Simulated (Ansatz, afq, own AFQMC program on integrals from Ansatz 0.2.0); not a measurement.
# SiH2, triplet: AFQMC among the cluster methods

```xyz
3

H     0.0000    0.0000   -1.3030
H     0.0000    0.0000   -0.1500
Si    0.0000    0.0000    1.4530
```

Basis cc-pVTZ. Only valence electrons are correlated. Integrals, coupled cluster, full CI and functionals: Ansatz 0.2.0; the random walks run on the same integrals in our own AFQMC program. The CISD trial takes its coefficients from CCSD amplitudes. Released means that phaseless walkers are propagated on without the constraint, phases kept. Error bars are statistical, one sigma.

Determinant: UHF, the one that the program's search chose, which needn't be the lowest solution. The geometry is a point of a scan.

No full CI on the walks' own integrals is used here; CCSDT(Q) serves as the reference and is uncertain by about the last step of the cluster series.

Cautions: lower spins were not checked; the determinant is a saddle point among determinants of its kind.

- T1 diagnostic: 0.0252
- weight of the determinant in the CISD state: 0.901
- ⟨S²⟩ of the determinant: 2.045
- size of the correlated space: 6 electrons in 57 orbitals

| level | correlation energy (eV) |
| --- | --- |
| MP2 | -2.5157 |
| CCSD | -3.2643 |
| CCSD(T) | -3.3744 |

Question: Estimate where AFQMC with the constraint released lies against CCSD(T) on the same integrals.

Answer: 3.1 ± 0.2 kJ/mol below CCSD(T).

Reference: CCSDT(Q), correlation energy -3.408 eV. The released energy is read at 2.40 1/Eh (meV from the phaseless value at times in 1/Eh: -3.0 ± 2.1 at 0.24, -4.5 ± 1.8 at 0.51, -9.8 ± 1.4 at 0.99, -10.3 ± 1.3 at 1.62, -9.2 ± 1.6 at 2.40).

```csv
level,E − E(reference) (kJ/mol),share of correlation (%)
CCSD(T),3.2,99.02
CCSDT,0.4,99.88
ph-AFQMC/CISD,1.0 ± 0.2,99.70
released AFQMC,0.1 ± 0.2,99.97
```

A walk keeps the symmetry of its determinant, which the program's search chose and which needn't be the lowest solution, so a lower state of the same spin and another symmetry isn't excluded. Released energies are given only where the last usable release times agree within the noise; a slower fall can still hide under it.
